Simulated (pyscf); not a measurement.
Optimised with ωB97X-D3(BJ)/def2-SVP in PySCF. MP2 and CC: frozen core, UHF for open shells. ΔMP2 is the change of the MP2 total energy from the triple- to the quadruple-zeta basis.

### Question
PBE/def2-TZVP puts the barrier of Cl–SiH(Cl)–Cl -> HCl + Cl–Si:–Cl [singlet] (1,1-elimination; singlet surface; Cl–Si, H–Si broken, Cl–H formed) at 250.8 kJ/mol and the reaction energy at +221.2 kJ/mol, from the reactant's lowest minimum found. What do r²SCAN/def2-TZVP, ωB97M-D3(BJ)/def2-TZVP, CCSD(T)/def2-TZVPP + ΔMP2(QZVPP) give on the same structures?

### Answer
r²SCAN: ΔE‡ = 281.7 kJ/mol, ΔE = +254.2 kJ/mol; ωB97M-D3(BJ): ΔE‡ = 304.0 kJ/mol, ΔE = +232.0 kJ/mol; CCSD(T): ΔE‡ = 306.2 kJ/mol, ΔE = +238.5 kJ/mol. PBE's barrier lies under all of them, by 30.9 to 55.5 kJ/mol. Its reaction energy lies under all of them, by 10.9 to 33.1 kJ/mol. On the product side the descent ends in a complex, 16.8 kJ/mol under the separated species and 77.4 kJ/mol under the saddle at ωB97X-D3(BJ)/def2-TZVP. At ωB97X-D3(BJ) the barrier from the zero used here is 322.6 kJ/mol. One saddle was located; it need not be the lowest between these sides. The CCSD(T) − MP2 part came from Ansatz, without density fitting, on the same reference.
